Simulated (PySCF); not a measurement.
Simulated outer-valence photoelectron spectrum of `[H]/N=C\C#CC#C`. Theory: EOM-IP-CCSD/aug-cc-pVDZ in PySCF, restricted Hartree–Fock reference, 6 core orbitals frozen, non-relativistic, gas phase, PBE0-D3(BJ)/def2-SVP geometry.

Each root has a Gaussian of 0.8 eV full width with its one-hole share as area; cross sections and vibrations are left out, and the highest printed point is 100.

```tsv
ionisation energy (eV)	intensity
8.8	0
9.0	1
9.2	5
9.4	17
9.6	42
9.8	76
10.0	100
10.2	100
10.4	84
10.6	69
10.8	58
11.0	43
11.2	25
11.4	11
11.6	8
11.8	15
12.0	31
12.2	51
12.4	66
12.6	71
12.8	71
13.0	67
13.2	62
13.4	59
13.6	52
13.8	37
14.0	20
14.2	7
14.4	2
14.6	1
14.8	3
15.0	11
15.2	26
15.4	42
15.6	49
15.8	40
16.0	23
16.2	10
16.4	3
16.6	3
16.8	8
17.0	21
17.2	37
17.4	48
17.6	44
17.8	28
18.0	13
18.2	4
18.4	1
18.6	0
```

Problem. Where are the maxima, and how many lines lie under the curve?

Solution. 4 maxima, at 10.1, 12.7, 15.6 and 17.4 eV, from 8 lines. At this width some lines have no maximum of their own.

Problem. List the lines with their holes.

Solution. 
```csv
E (eV),leading hole (HF orbital),area,Koopmans (eV)
9.99,HOMO,0.96,9.93
10.12,HOMO-1,0.96,10.24
10.80,HOMO-2,0.93,12.59
12.34,HOMO-3,0.93,12.75
12.89,HOMO-4,0.93,13.63
13.54,HOMO-5,0.92,14.38
15.59,HOMO-6,0.93,17.30
17.44,HOMO-7,0.93,19.57
```

The widest gap, 2.05 eV, lies between 13.54 and 15.59 eV. Only orbitals with −ε under 21 eV, eight at most, were ionised, so the high end of the curve may lack lines.
